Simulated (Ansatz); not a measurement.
**PHS (triplet): wave-function methods side by side, def2-QZVPP**

One table from this session's results is given with a row withheld; the runs are named, their logs left out.

The runs use Ansatz 0.2.0, Gaussian basis; def2-QZVPP, core rule «outside noble gas», up to 10 orbitals frozen.

To be run: UHF; ROHF; CCSD(T) on UHF.

2 further runs of the same task are left out: 2 set aside as unsound or not needed.

### The system

The geometry is a PBE0/def2-TZVP stationary point (not a proven minimum) of the parent state, kept for this charge and spin.

3 atoms, charge 0, spin multiplicity 3.

Atoms are counted from 1 here; the program's logs count them from 0.

Bond lengths: P1–S2 1.958 Å, S2–H3 1.372 Å. Angles: P1–S2–H3 106.9°.

Set-up of the first run:

The input, in.yaml:

```yaml
crystal:
  periodic: [false, false, false]
  atoms:
    - {symbol: P, position_ang: [0.000000, 0.037619, 1.017124]}
    - {symbol: S, position_ang: [0.000000, -0.074487, -0.938131]}
    - {symbol: H, position_ang: [0.000000, 1.213601, -1.411786]}
basis:
  gaussian: {orbitals: "def2-QZVPP.json"}
magnetization: {spin_polarized: true, initial_magnetization: 2}
hamiltonian: {xc: hf}
output: {orbitals: {seedname: orbitals}}
```

The run is started by

```
ansatz run in.yaml --threads 1 --pin off --events-out ev --progress --plain --max-ram 2393MiB
```

Among the steps run: UHF; ROHF; CCSD(T) on UHF.

One table of the session follows, with a row left open; its other results are not shown here.

```
  method  from UCCSD(T) (kJ/mol)
    ROHF                  +953.8
     UHF                       ?
    UMP2                  +130.5
   UCCSD                   +47.1
UCCSD(T)                       0
```

Q: Estimate the row for UHF from the others.

The run gave: from UCCSD(T) (kJ/mol): +931.4. In the column «from UCCSD(T) (kJ/mol)» it lies between UMP2 (+130.5) and ROHF (+953.8).
